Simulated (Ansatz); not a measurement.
NO, SMILES [N]=O (connectivity only; charge and spin as stated), charge +1, multiplicity 1.

Coordinates come from a PBE-D3(BJ)/def2-TZVPD optimisation.

Two levels are set side by side: PBE/def2-TZVPD (Ansatz, a first-principles code) and ωB97X-V/def2-TZVPD (Ansatz). Energy differences of separate SCF runs at the same geometry; the states with an electron removed or added have multiplicity 2 and 2. Differences are taken from unrounded values.

```
quantity                           ωB97X-V    PBE  PBE minus ωB97X-V
---------------------------------  -------  -----  -----------------
vertical ionisation energy (eV)      29.54  29.10              -0.44
vertical electron affinity (eV)       9.10   9.01              -0.09
vertical singlet–triplet gap (eV)     7.76   7.47              -0.28
```
